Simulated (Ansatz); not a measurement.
(1) Predict a relaxed structure of the cluster Al3⁺ (the lowest singlet isomer of a short search), charge 1, singlet, at PBE0-D4/def2-TZVP (Ansatz).

## Answers

(1) 
```xyz
3

Al   -0.781   -1.243   -0.021
Al    1.051    0.224   -1.000
Al   -0.270    1.019    1.021
```
Point group D3h (tolerance 0.1 Å). This is one stationary point.

The restricted singlet is unstable: a solution with broken spin symmetry lies lower. At PBE0-D4/def2-TZVP a triplet of charge 1 lies 0.40 eV below the restricted singlet, each at its own geometry. The structure comes from a short search, and lower isomers may exist.
